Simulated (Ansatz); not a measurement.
A nudged elastic band was laid between two geometries of C4H8FN (14 atoms, charge 0, multiplicity 1).

Method: RKS BHLYP-D4/6-31G* (Ansatz 0.2.0).

| Item | Value |
| --- | --- |
| movable images | 7 |
| climbing image | yes |
| spring | 5.0 eV/Å² |
| optimiser | quadratic models (default) |
| start path | through a guess of the saddle point |
| force threshold | 0.05 eV/Å |
| iteration limit | 51 |
| end points | relaxed |

First end point:

```xyz
14
Properties=species:S:1:pos:R:3
C -0.287 -1.391 1.640
N 0.069 -1.127 0.465
C -0.035 0.214 -0.021
C -1.005 0.245 -1.184
C 1.347 0.722 -0.375
F -0.544 1.078 0.948
H -0.202 -2.412 1.990
H -0.678 -0.654 2.331
H -1.985 -0.080 -0.849
H -1.084 1.255 -1.574
H -0.668 -0.419 -1.972
H 1.283 1.736 -0.758
H 1.974 0.720 0.512
H 1.802 0.083 -1.123
```

Last end point:

```xyz
14
Properties=species:S:1:pos:R:3
C -0.288 -1.391 1.640
N 0.069 -1.127 0.466
C -0.035 0.214 -0.021
C -1.004 0.245 -1.184
C 1.347 0.722 -0.375
F -0.544 1.079 0.948
H -0.679 -0.654 2.332
H -0.203 -2.411 1.991
H -1.984 -0.082 -0.851
H -1.084 1.256 -1.572
H -0.665 -0.417 -1.973
H 1.282 1.736 -0.757
H 1.975 0.719 0.511
H 1.801 0.084 -1.125
```

Which bonds break or form, and what moves?

No bond is made or broken. The dihedral H7–C1–N2–C3 changes from 180 to 0° by way of a nearly straight angle C1–N2–C3 (up to 178°), not by a turn about the bond. The two ends are copies of one structure, up to a mirror image or an exchange of like atoms.

Give the energies along the band, and the barrier.

The forces met the threshold. The highest image is number 6 of 0 to 8, 1.15 eV above the ends, which have the same energy within 2 meV. The profile has 2 maxima (images 2, 6) with wells between them (image 4): this band takes more than one step, which may be the mechanism or a detour left from its start path. A vibrational analysis at the climbing image gives one clearly imaginary mode, 402i cm⁻¹: a first-order saddle point.

```json
{"image": "0", "path coordinate (Å)": "0.00", "energy (eV)": "0.00", "angle C1–N2–C3 (°)": "120"}
{"image": "1", "path coordinate (Å)": "1.04", "energy (eV)": "0.11", "angle C1–N2–C3 (°)": "118"}
{"image": "2", "path coordinate (Å)": "2.08", "energy (eV)": "0.32", "angle C1–N2–C3 (°)": "119"}
{"image": "3", "path coordinate (Å)": "3.12", "energy (eV)": "0.30", "angle C1–N2–C3 (°)": "121"}
{"image": "4", "path coordinate (Å)": "4.17", "energy (eV)": "0.25", "angle C1–N2–C3 (°)": "121"}
{"image": "5", "path coordinate (Å)": "5.21", "energy (eV)": "0.40", "angle C1–N2–C3 (°)": "130"}
{"image": "6", "path coordinate (Å)": "6.25", "energy (eV)": "1.15", "angle C1–N2–C3 (°)": "178"}
{"image": "7", "path coordinate (Å)": "7.15", "energy (eV)": "0.36", "angle C1–N2–C3 (°)": "136"}
{"image": "8", "path coordinate (Å)": "8.05", "energy (eV)": "0.00", "angle C1–N2–C3 (°)": "120"}
```

What is the geometry of the highest image?


```xyz
14
Properties=species:S:1:pos:R:3
C -0.263 -1.558 1.644
N -0.180 -0.579 0.904
C -0.076 0.472 0.041
C -1.057 0.323 -1.111
C 1.363 0.661 -0.410
F -0.428 1.687 0.669
H -0.581 -1.480 2.688
H -0.032 -2.576 1.312
H -2.064 0.212 -0.721
H -1.021 1.213 -1.731
H -0.811 -0.546 -1.712
H 1.430 1.539 -1.044
H 1.998 0.811 0.457
H 1.709 -0.209 -0.958
```

The run took 22 min on 2 threads of Intel(R) Xeon(R) Processor @ 2.50GHz (Skylake/Cascade Lake) (shared host), peak memory 0.26 GiB.
